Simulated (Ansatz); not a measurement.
Geometry optimisation, RKS PBE0-D4/def2-SVP (Ansatz 0.2.0).

Input:

```yaml
crystal:
  periodic: [false, false, false]
  atoms:
    - { symbol: Al, position_ang: [-0.061321, -0.506248, -0.46188] }
    - { symbol: C, position_ang: [-0.037214, -0.171963, 2.683929] }
    - { symbol: H, position_ang: [-0.951759, -0.106327, 3.287673] }
    - { symbol: H, position_ang: [0.829333, -0.391476, 3.321719] }
    - { symbol: H, position_ang: [0.12923, 0.790165, 2.172435] }
    - { symbol: H, position_ang: [1.405195, 0.047002, -0.631177] }
    - { symbol: H, position_ang: [-1.398217, 0.303889, -0.671768] }
    - { symbol: Cl, position_ang: [-0.264841, -2.645131, -0.023399] }
    - { symbol: H, position_ang: [-0.152707, -1.008211, 1.966768] }
basis:
  gaussian: { orbitals: def2-SVP }
hamiltonian:
  xc: pbe0
  dispersion: d4
relax:
  f_tol: 0.03
  max_steps: 50
output:
  orbitals: {}
```

Command:

```bash
$ ansatz run input.yaml --threads 1 --pin off --max-ram 2048MiB --backend cpu --events-out ev --progress --plain --runs-dir out
```

Problem. Where does it end, and by what steps?

Solution. The forces met the threshold. After 6 steps the energy has fallen by 0.112 eV; H7 moved furthest, 0.36 Å.

```
step  energy less start (eV)  largest force component (eV/Å)  accepted
   0                  0.0000                           0.968       yes
   1                 -0.0571                           0.418       yes
   2                 -0.0815                           0.351       yes
   3                 -0.1080                           0.168       yes
   4                 -0.1116                           0.073       yes
   5                 -0.1122                           0.054       yes
   6                 -0.1123                           0.015       yes
```

```xyz
9
Properties=species:S:1:pos:R:3
Al -0.059 -0.541 -0.196
C -0.039 -0.164 2.542
H -0.955 0.008 3.122
H 0.834 -0.250 3.201
H 0.118 0.697 1.874
H 1.406 0.034 -0.342
H -1.387 0.310 -0.312
Cl -0.269 -2.655 -0.261
H -0.151 -1.129 2.016
```

The run took 23 s on 1 thread of Arm Neoverse V1, on a shared host, peak memory 0.15 GiB.
